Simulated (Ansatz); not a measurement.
# Si₂H₄Cl+: one structure at several levels

An exercise on one series of results from a longer session: the logs are not shown, and one member is left open.

Method: single points in def2-TZVPP; program: Ansatz 0.2.0, Gaussian basis.

Cores are frozen in the correlated methods.

### The starting structure

SMILES `[SiH2+][SiH2]Cl`, 7 atoms, charge 1, spin multiplicity 1.

Atoms are counted from 1 here; the program's logs count them from 0.

Bond lengths: Si1–Si2 2.440 Å, Si1–H4 1.588 Å, Si1–H5 1.380 Å, Si2–Cl3 1.841 Å, Si2–H6 1.382 Å, Si2–H7 1.582 Å. Angles: Si2–Si1–H4 130.9°, Si2–Si1–H5 137.2°, H4–Si1–H5 91.3°, Si1–Si2–Cl3 113.0°, Si1–Si2–H6 110.2°, Si1–Si2–H7 91.1°, Cl3–Si2–H6 117.0°, Cl3–Si2–H7 110.8°, H6–Si2–H7 111.9°.

As a file:

```xyz
7
ClH4Si2
Si   -1.07770    0.30340   -0.70900
Si    0.86830   -0.10330    0.70520
Cl    1.06350   -1.87430    1.16960
H    -2.33010   -0.61420   -1.04380
H    -1.65050    1.37790   -1.35900
H     0.91680    0.82300    1.73030
H     1.84570    0.27720   -0.47960
```

The first run:

run/in.yaml reads:

```yaml
crystal:
  periodic: [false, false, false]
  atoms:
    - {symbol: Si, position_ang: [-1.077700, 0.303400, -0.709000]}
    - {symbol: Si, position_ang: [0.868300, -0.103300, 0.705200]}
    - {symbol: Cl, position_ang: [1.063500, -1.874300, 1.169600]}
    - {symbol: H, position_ang: [-2.330100, -0.614200, -1.043800]}
    - {symbol: H, position_ang: [-1.650500, 1.377900, -1.359000]}
    - {symbol: H, position_ang: [0.916800, 0.823000, 1.730300]}
    - {symbol: H, position_ang: [1.845700, 0.277200, -0.479600]}
basis:
  gaussian: {orbitals: def2-TZVPP}
total_charge: 1
correlation: {method: ccsd_t}
output: {forces: true}
```

No record of the launch command was kept for these runs.

Steps of the session up to this table: CCSD(T)/def2-TZVPP; PBE0-D4/def2-TZVPP; wB97M-V/def2-TZVPP; r2SCAN-D4/def2-TZVPP; PBE-D4/def2-TZVPP; BLYP-D4/def2-TZVPP; B97M-V/def2-TZVPP.

One table of the session follows, with a row left open; its other results are not shown here.

```
   method  RMS force component (eV/Å)  angle to CCSD(T) forces (°)
  CCSD(T)                       2.109                    reference
  PBE0-D4                       2.034                          3.2
  wB97M-V                           ?                            ?
r2SCAN-D4                       2.028                          3.3
   PBE-D4                       2.055                          6.1
  BLYP-D4                       2.091                          3.7
   B97M-V                       1.933                          3.0
```

Estimate the missing values for wB97M-V.

The run gave: RMS force component (eV/Å): 2.059; angle to CCSD(T) forces (°): 1.4. In the column «RMS force component (eV/Å)» it lies between PBE-D4 (2.055) and BLYP-D4 (2.091).
